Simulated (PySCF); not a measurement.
Job for PySCF: R-M06-2X/6-31G* on C5H10 (SMILES C1CCCC1).

```python
from pyscf import gto, scf, dft, mp
from pyscf.data.elements import chemcore

mol = gto.M(
    atom='''
    C     0.80129452   -1.01649651   -2.62854880
    H     0.85493652   -1.11649551   -3.71429980
    H     1.49278252   -1.73861351   -2.19656580
    C     1.11826752    0.43050849   -2.21662380
    H     1.83952252    0.89570049   -2.88583280
    H     1.55695052    0.44538049   -1.21920180
    C    -0.24317848    1.17124549   -2.21330880
    H    -0.25669748    2.00641849   -2.91096280
    H    -0.44742348    1.58255149   -1.22530180
    C    -1.29733348    0.10936749   -2.57697680
    H    -1.47218048    0.11079849   -3.65429080
    H    -2.25535348    0.28359649   -2.08912780
    C    -0.64549948   -1.21451251   -2.17997880
    H    -1.12305848   -2.08207151   -2.63329280
    H    -0.68463848   -1.33972751   -1.09606580
    ''',
    basis='6-31g*',
    cart=True,
    charge=0, spin=0, verbose=3, max_memory=1800)
mf = dft.RKS(mol, xc='m062x')
mf.conv_tol = 1e-8
mf.max_cycle = 100
mf.kernel()
if not mf.converged:
    mf = mf.newton().run(mf.mo_coeff, mf.mo_occ)
```

The log:

```
converged SCF energy = -196.447729172777
```

The run converged.

Cost: about 14 core-seconds (a rough figure).
